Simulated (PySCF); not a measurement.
# Magnesium: a sound run and one with changed settings

Sound run: Mg [Ne] 3s2, Mg⁺ [Ne] 3s1. Computed with PySCF 2.14 in pcseg-2 (5s3p1d, 19 functions), with no relativity, point nucleus. The sound run starts from symmetry-adapted Hartree-Fock orbitals and uses a fine grid where one is needed.

A second run was set up differently.

```json
{"species": "Mg", "method": "UHF", "sound run (hartree)": "-199.60382", "changed run (hartree)": "-199.60382", "converged": "yes"}
{"species": "Mg", "method": "LDA", "sound run (hartree)": "-199.13477", "changed run (hartree)": "-198.37499", "converged": "yes"}
{"species": "Mg", "method": "M06-2X", "sound run (hartree)": "-200.05929", "changed run (hartree)": "-199.93340", "converged": "yes"}
{"species": "Mg⁺", "method": "UHF", "sound run (hartree)": "-199.36124", "changed run (hartree)": "-199.36124", "converged": "yes"}
{"species": "Mg⁺", "method": "LDA", "sound run (hartree)": "-198.85097", "changed run (hartree)": "-198.06331", "converged": "yes"}
{"species": "Mg⁺", "method": "M06-2X", "sound run (hartree)": "-199.77350", "changed run (hartree)": "-199.66975", "converged": "yes"}
```

Ionisation energy of Mg:

| method | sound run (eV) | changed run (eV) |
| --- | --- | --- |
| UHF | 6.601 | 6.601 |
| LDA | 7.723 | 8.481 |
| M06-2X | 7.777 | 7.174 |

Problem. What was changed?
A. a valence shell is frozen
B. radial grid too coarse
C. basis contracted for another Hamiltonian
D. too few SCF iterations

Solution. B. It used radial step 1.2 in ln r (0.13 in the sound run). A coarse radial grid mis-integrates the density and the exchange-correlation energy, with errors of either sign; Hartree-Fock needs no grid.
